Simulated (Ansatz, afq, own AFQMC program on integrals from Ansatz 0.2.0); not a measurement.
AFQMC on a folder of integrals that Ansatz 0.2.0 wrote.

```yaml
crystal:
  periodic: [false, false, false]
  atoms:
    - {symbol: Al, position_ang: [0.000000, 0.000000, 0.558698]}
    - {symbol: N, position_ang: [0.000000, 0.000000, -1.250890]}
    - {symbol: H, position_ang: [0.000000, 1.442863, 1.213515]}
    - {symbol: H, position_ang: [0.000000, -1.442863, 1.213515]}
basis:
  gaussian: {orbitals: cc-pVDZ}
magnetization: {spin_polarized: true, initial_magnetization: 2}
correlation: {method: ccsd_t, electrons: outside_noble_gas, hamiltonian_folder: ham}
```

```sh
$ ansatz run in.yaml --threads 1 --pin off --events-out ev --progress --plain --max-ram 1843MiB
```

afq runs on the folder ham with

```
--method free --trial cisd --walkers 60 --time-step 0.03 --max-blocks 80 --target-error 0.00038 --factor-cut 1e-05 --seed 5230 --times 0,0.21,0.42,0.81,1.2,1.8,2.4,3 --taylor-order 8
```

Times are imaginary, in 1/Eh. The walk had a cap of 1086 s.

Log:

```
orbitals 36  electrons 6 4  factors 266 of 402
reference energy -297.45579942 Eh
CCSD correlation -0.19439691 Eh in 12 cycles, weight of the determinant in the CISD state 0.9098
repeat  energy at the last time / Eh  error
    10  -297.654552  0.000799
    20  -297.654513  0.000509
    30  -297.654591  0.000431
    40  -297.654835  0.000364
time / (1/Eh)  energy / Eh  error  mean overlap
  0.00  -297.650193  0.000143  1.0998
  0.21  -297.652106  0.000160  1.0951
  0.42  -297.652874  0.000137  1.0969
  0.81  -297.653642  0.000173  1.0993
  1.20  -297.653606  0.000228  1.1220
  1.80  -297.654253  0.000220  1.1187
  2.40  -297.653774  0.000293  1.1503
  3.00  -297.654796  0.000356  1.1246
energy -297.654796 +/- 0.000356 Eh
```

The run passed its tests (error under three times the target), which doesn't prove that it has relaxed.

Against this walk (error 9.7 meV) on the same determinant: CCSD(T) 36.9 meV higher, CCSDT(Q) 8.9 meV higher (within the noise). The error is statistical, and a free projection of finite length keeps a remainder of its start. The last points scatter (meV from the last: 31 ± 5 at 0.81, 32 ± 6 at 1.20, 15 ± 6 at 1.80, 28 ± 8 at 2.40, 0 ± 10 at 3.00); the last is the one printed as the energy, and the gaps above move with that scatter.

Cautions: remainder of the start not in the error.

The walk took 2.3 min on 1 thread of Arm Neoverse V1 (shared host). The log's last line is the free-projection energy.

CCSDT and higher add their correlation energy to the determinant of the CCSD(T) run, since their own runs factorise the integrals more tightly (a shift of under 2 meV). A walk keeps the symmetry of its determinant, which the program's search chose and which needn't be the lowest solution, so a lower state of the same spin and another symmetry isn't excluded.
